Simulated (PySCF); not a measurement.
Input file for PySCF: D3(BJ) and D4 dispersion corrections on C4H4 (a complex).

```python
from pyscf import gto
from pyscf.dispersion import dftd3, dftd4

mol = gto.M(
    atom='''
    C    -0.59805939   -0.08688688   -2.54707305
    H    -1.66006439   -0.08684388   -2.55299405
    C     0.61377961   -0.08698088   -2.54384405
    H     1.67580561   -0.08710988   -2.54404005
    C    -0.00589739    0.06780612    1.94005495
    H    -0.00250339    0.03407112    0.87675795
    C    -0.00983439    0.10609612    3.15152095
    H    -0.01310039    0.13947212    4.21243195
    ''',
    basis='def2-svp',
    charge=0, spin=0, verbose=0, max_memory=1800)
d3, d4 = {}, {}
for xc in ['hf', 'pbe', 'blyp', 'revpbe', 'tpss', 'r2scan', 'b3lyp', 'pbe0', 'bhlyp', 'camb3lyp', 'b2plyp']:
    d3[xc] = float(dftd3.DFTD3Dispersion(mol, xc=xc, version='d3bj', atm=False).get_dispersion()['energy'])
    print(f'D3(BJ) {xc:10s} {d3[xc]:14.8f} Eh')
for xc in ['hf', 'pbe', 'blyp', 'revpbe', 'tpss', 'r2scan', 'b3lyp', 'pbe0', 'bhlyp', 'camb3lyp', 'b2plyp']:
    d4[xc] = float(dftd4.DFTD4Dispersion(mol, xc={'camb3lyp': 'cam-b3lyp'}.get(xc, xc), atm=True).get_dispersion()['energy'])
    print(f'D4     {xc:10s} {d4[xc]:14.8f} Eh')
```

Program output:

```
D3(BJ) hf            -0.02901086 Eh
D3(BJ) pbe           -0.00310192 Eh
D3(BJ) blyp          -0.00638475 Eh
D3(BJ) revpbe        -0.00797067 Eh
D3(BJ) tpss          -0.00382905 Eh
D3(BJ) r2scan        -0.00093211 Eh
D3(BJ) b3lyp         -0.00520362 Eh
D3(BJ) pbe0          -0.00264213 Eh
D3(BJ) bhlyp         -0.00399461 Eh
D3(BJ) camb3lyp      -0.00233730 Eh
D3(BJ) b2plyp        -0.00235838 Eh
D4     hf            -0.01020986 Eh
D4     pbe           -0.00262052 Eh
D4     blyp          -0.00579774 Eh
D4     revpbe        -0.00914648 Eh
D4     tpss          -0.00351499 Eh
D4     r2scan        -0.00073911 Eh
D4     b3lyp         -0.00412461 Eh
D4     pbe0          -0.00220916 Eh
D4     bhlyp         -0.00288143 Eh
D4     camb3lyp      -0.00220997 Eh
D4     b2plyp        -0.00182794 Eh
```

The run finished.

Cost: around 0.04 core-seconds (rough).
